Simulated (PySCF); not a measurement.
**`C[N+]1(C)CCC1`: 4 charge schemes on one density**

C₅H₁₂N (charge +1).
Z-matrix (Å and degrees, PBE0-D3(BJ)/def2-SVP geometry), rows numbered from 1:
```
C 
N   1  1.4816
C   2  1.4779  1  110.87
C   2  1.5231  1  112.30  3  -131.09
C   4  1.5299  2   90.67  1  -101.37
C   2  1.5231  1  112.27  3   131.23
H   1  1.0977  2  109.03  3    59.93
H   1  1.0971  2  109.42  3   179.90
H   1  1.0976  2  109.03  3   -60.04
H   3  1.0967  2  109.41  1   179.62
H   3  1.0980  2  109.11  1    59.56
H   3  1.0979  2  109.04  1   -60.32
H   4  1.0976  2  112.04  1    20.31
H   4  1.0976  2  109.25  1   141.99
H   5  1.0976  4  113.61  2   102.90
H   5  1.0962  4  116.01  2  -129.95
H   6  1.0976  2  109.27  1  -142.07
H   6  1.0976  2  112.11  1   -20.33
```

Density: PBE0/pcSseg-1 (PySCF); schemes: Mulliken, IAO, Hirshfeld and ESP-fitted. Isolated species at its PBE0-D3(BJ)/def2-SVP geometry (one conformer only).

Problem. Which atoms carry the lowest charge in the Mulliken, IAO, Hirshfeld and ESP-fitted schemes?

Solution. The schemes don't all agree: Mulliken N2 (-0.677); IAO C3 (-0.317); Hirshfeld C5 (-0.047); ESP-fitted C3 (-0.522).

Problem. Do the Mulliken, IAO, Hirshfeld and ESP-fitted schemes agree on where the charge is highest?

Solution. The schemes don't all agree: Mulliken H16 (+0.189); IAO H11 and H12 (+0.182); Hirshfeld N2 (+0.102); ESP-fitted H11 (+0.223).

Problem. What partial charge does each atom carry?

Solution. In e:

```tsv
atom	environment	Mulliken	IAO	Hirshfeld	ESP-fitted
C1	N-methyl carbon	-0.104	-0.315	-0.025	-0.473
N2	ammonium nitrogen	-0.677	+0.057	+0.102	+0.217
C3	N-methyl carbon	-0.098	-0.317	-0.026	-0.522
C4	sp3 carbon bound to nitrogen	+0.006	-0.147	+0.024	-0.082
C5	four-membered-ring carbon	-0.266	-0.275	-0.047	-0.088
C6	sp3 carbon bound to nitrogen	+0.007	-0.147	+0.024	-0.098
H7	methyl hydrogen	+0.177	+0.181	+0.081	+0.213
H8	methyl hydrogen	+0.171	+0.177	+0.079	+0.212
H9	methyl hydrogen	+0.177	+0.181	+0.081	+0.212
H10	methyl hydrogen	+0.171	+0.177	+0.079	+0.222
H11	methyl hydrogen	+0.175	+0.182	+0.081	+0.223
H12	methyl hydrogen	+0.175	+0.182	+0.081	+0.222
H13	methylene hydrogen	+0.185	+0.177	+0.080	+0.130
H14	methylene hydrogen	+0.176	+0.178	+0.080	+0.131
H15	methylene hydrogen	+0.174	+0.171	+0.070	+0.096
H16	methylene hydrogen	+0.189	+0.181	+0.078	+0.115
H17	methylene hydrogen	+0.176	+0.178	+0.080	+0.136
H18	methylene hydrogen	+0.185	+0.177	+0.080	+0.135
```

Mean size of the charges over all atoms: ESP-fitted 0.196 e, IAO 0.189 e, Mulliken 0.183 e, Hirshfeld 0.066 e. Each set sums to the total charge, 1, to within 0.001 e. The Hirshfeld scheme weights the molecular density at each point by an atom's share of the summed free-atom densities.

Problem. How many electrons does the IAO scheme count on C4?

Solution. Z − q = 6 − (-0.147) = 6.147.

Problem. How closely do the schemes follow one another over all atoms?

Solution. Correlation coefficient and root-mean-square difference: IAO with Hirshfeld 0.95, 0.149 e; IAO with ESP-fitted 0.91, 0.095 e; Hirshfeld with ESP-fitted 0.88, 0.185 e; Mulliken with IAO 0.56, 0.194 e; Mulliken with Hirshfeld 0.36, 0.209 e; Mulliken with ESP-fitted 0.32, 0.258 e.
